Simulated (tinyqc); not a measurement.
Inside a calculation. Method: CIS on RHF in the sto-3g basis, frozen core, for H2O, spin multiplicity 1. One step of it, computed by the program tinyqc.

Question. CIS matrix, singlets. A(ia,jb) = (e_a - e_i) d_ij d_ab + 2 (ia|jb) - (ij|ab).

orbital energies (hartree): [-20.244962, -1.280277, -0.618966, -0.463491, -0.394898, 0.625698, 0.748709]

Two-electron integrals over orbitals (pq|rs), unique and non-zero (hartree); the lowest 1 orbital is frozen and left out:
```
(22|22) 0.731132    (32|32) 0.145258    (33|22) 0.650364    (33|33) 0.638696
(42|22) 0.007523    (42|33) 0.006908    (42|42) 0.122361    (43|32) 0.018147
(43|43) 0.047229    (44|22) 0.673891    (44|33) 0.601978    (44|42) -0.104315
(44|44) 0.785595    (52|52) 0.143654    (53|53) 0.029231    (54|52) -0.048126
(54|54) 0.057067    (55|22) 0.746890    (55|33) 0.633278    (55|42) -0.068853
(55|44) 0.729830    (55|55) 0.880159    (62|22) 0.144757    (62|33) 0.078856
(62|42) 0.019453    (62|44) 0.088153    (62|55) 0.159829    (62|62) 0.103258
(63|32) -0.037376   (63|43) -0.027168   (63|63) 0.067882    (64|22) 0.092604
(64|33) 0.043605    (64|42) -0.033916   (64|44) 0.122103    (64|55) 0.115065
(64|62) 0.059847    (64|64) 0.068615    (65|52) 0.059081    (65|54) -0.002370
(65|65) 0.038903    (66|22) 0.620517    (66|33) 0.575493    (66|42) 0.058420
(66|44) 0.552006    (66|55) 0.593321    (66|62) 0.099583    (66|64) 0.044147
(66|66) 0.601861    (72|32) 0.037954    (72|43) -0.035447   (72|63) 0.036025
(72|72) 0.061040    (73|22) 0.133322    (73|33) 0.090226    (73|42) -0.078152
(73|44) 0.159071    (73|55) 0.187622    (73|62) 0.076832    (73|64) 0.078479
(73|66) 0.037443    (73|73) 0.152960    (74|32) -0.078617   (74|43) 0.003397
(74|63) 0.042887    (74|72) -0.016022   (74|74) 0.070195    (75|53) 0.023573
(75|75) 0.023968    (76|32) 0.098000    (76|43) 0.046114    (76|63) -0.061376
(76|72) -0.011806   (76|74) -0.058079   (76|76) 0.113582    (77|22) 0.625204
(77|33) 0.613888    (77|42) -0.011717   (77|44) 0.608392    (77|55) 0.624193
(77|62) 0.069109    (77|64) 0.039918    (77|66) 0.569502    (77|73) 0.089183
(77|77) 0.620329
```

Give: CIS matrix A, singlet.

Answer.

CIS matrix A, singlet (hartree), order 2>6, 2>7, 3>6, 3>7, 4>6, 4>7, 5>6, 5>7:
```
[[1.4920, 0.0000, 0.0000, 0.0557, 0.0613, 0.0000, 0.0000, 0.0000],
 [0.0000, 1.5259, -0.0259, 0.0000, 0.0000, -0.0203, 0.0000, 0.0000],
 [0.0000, -0.0259, 0.8049, 0.0000, 0.0000, 0.0397, 0.0000, 0.0000],
 [0.0557, 0.0000, 0.0000, 1.0597, 0.1108, 0.0000, 0.0000, 0.0000],
 [0.0613, 0.0000, 0.0000, 0.1108, 0.6744, 0.0000, 0.0000, 0.0000],
 [0.0000, -0.0203, 0.0397, 0.0000, 0.0000, 0.7442, 0.0000, 0.0000],
 [0.0000, 0.0000, 0.0000, 0.0000, 0.0000, 0.0000, 0.5051, 0.0000],
 [0.0000, 0.0000, 0.0000, 0.0000, 0.0000, 0.0000, 0.0000, 0.5674]]
```
